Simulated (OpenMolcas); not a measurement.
**N2O (nitrous oxide) at FNO-MP2/cc-pVQZ (RICD fitting, virtual fraction 0.5)**

We compute the energy of N2O (nitrous oxide). 

Program for the calculation: OpenMolcas 26.06.

1 further run of the same task is left out (set aside as unsound or not needed).

**1. The molecule**

The species is N2O (3 atoms), meant as a singlet with charge 0. As SMILES, `N#[N+][O-]`. The coordinates come from a PBE0-D4/def2-TZVP relaxation.

Bond lengths: N1–N2 1.118 Å, N2–O3 1.174 Å. Angles: N1–N2–O3 180.0°.

**2. The energy at FNO-MP2/cc-pVQZ (RICD fitting, virtual fraction 0.5)**

File job.input:

```
* N2O FNO-MP2
>>> EXPORT MOLCAS_PRINT=2
&GATEWAY
BasLib = $CurrDir
Coord
3
angstrom
N       -0.511700       1.001300      -0.167900
N       -0.008400       0.016500      -0.002800
O        0.520100      -1.017800       0.170700
Basis = cc-pVQZ
Group = NoSym
RICD
&SEWARD
&SCF
PrOrbitals = 0
&MBPT2
FNOMP2 = 0.5
DoMP2
Frozen = 3
```

The basis set cc-pVQZ is read from a file made from the Basis Set Exchange's data (not shown).

Started as:

```bash
$ export MOLCAS_MEM=1860
$ pymolcas job.input > job.log
```

Q: Predict the results. Wanted: total energy; dipole moment; HOMO energy; LUMO energy; HOMO–LUMO gap; correlation energy.

**Answer.** As computed:

At FNO-MP2/cc-pVQZ (RICD fitting, virtual fraction 0.5), 3 core orbitals frozen:

| quantity | value |
| --- | --- |
| total energy | -184.42086 Eh |
| dipole moment (mean-field density) | 0.56 D |
| HOMO energy (Hartree–Fock orbitals) | -13.38 eV |
| LUMO energy (Hartree–Fock orbitals) | 4.25 eV |
| HOMO–LUMO gap (Hartree–Fock orbitals) | 17.62 eV |
| correlation energy (3 core orbitals frozen) | -655.4 mEh |
